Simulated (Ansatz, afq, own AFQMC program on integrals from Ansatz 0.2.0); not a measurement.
**C₂H₂, singlet in cc-pVDZ, levels against CCSDT(Q)**

```yaml
atoms:
  - { symbol: C, position_ang: [0.0000, 0.0000, 0.5528] }
  - { symbol: C, position_ang: [0.0000, 0.0000, -0.7378] }
  - { symbol: H, position_ang: [0.0000, -0.9396, 1.1020] }
  - { symbol: H, position_ang: [0.0000, 0.9396, 1.1020] }
```

Connectivity, by distances: CH2–C.

Basis cc-pVDZ. Only valence electrons are correlated. AFQMC by an in-house program on the Cholesky factors that Ansatz 0.2.0 writes for its CCSD(T) run. ph-AFQMC/CISD is guided by a CISD state made of CCSD amplitudes; releasing the constraint for a short imaginary time cuts its bias at the price of noise, slowly where states lie close. Free AFQMC starts from the CCSD state and is never constrained. Its projection time is finite, and what remains of the start isn't in its error. Error bars are statistical, one sigma.

Determinant: UHF, the one that the program's search chose, which needn't be the lowest solution. The geometry is a point of a scan.

No full CI on the walks' own integrals is used here; CCSDT(Q) serves as the reference and is uncertain by about the last step of the cluster series.

Cautions: an unrestricted solution with more broken spin lies lower (17 meV, ⟨S²⟩ 0.15), while this determinant keeps restricted orbitals.

- T1 diagnostic: 0.0161
- weight of the determinant in the CISD state: 0.880
- ⟨S²⟩ of the determinant: 0.000
- size of the correlated space: 10 electrons in 36 orbitals

```json
{"level": "MP2", "correlation energy (eV)": "-6.2402"}
{"level": "CCSD", "correlation energy (eV)": "-7.0896"}
{"level": "CCSD(T)", "correlation energy (eV)": "-7.3445"}
```

(1) Estimate where phaseless AFQMC with a CISD trial lies against CCSD(T) on the same integrals.

(1) 4.5 ± 1.4 kJ/mol below CCSD(T).

Reference: CCSDT(Q), correlation energy -7.387 eV. The released energy is read at 2.40 1/Eh (meV from the phaseless value at times in 1/Eh: -3 ± 13 at 0.24, -5 ± 13 at 0.51, -15 ± 13 at 0.99, 10 ± 13 at 1.62, 7 ± 17 at 2.40).

```csv
level,E − E(reference) (kJ/mol),share of correlation (%)
CCSD(T),4.1,99.43
CCSDT,1.6,99.77
ph-AFQMC/HF,-12.0 ± 7.3,101.68
ph-AFQMC/CISD,-0.4 ± 1.4,100.05
released AFQMC,0.3 ± 1.6,99.96
free AFQMC,0.1 ± 1.4,99.99
```

Free projections are given only where their last times agree within the noise and don't stop above the reference; a slow remainder of the start can still hide under it. A walk keeps the symmetry of its determinant, which the program's search chose and which needn't be the lowest solution, so a lower state of the same spin and another symmetry isn't excluded. Released energies are given only where the last usable release times agree within the noise; a slower fall can still hide under it.
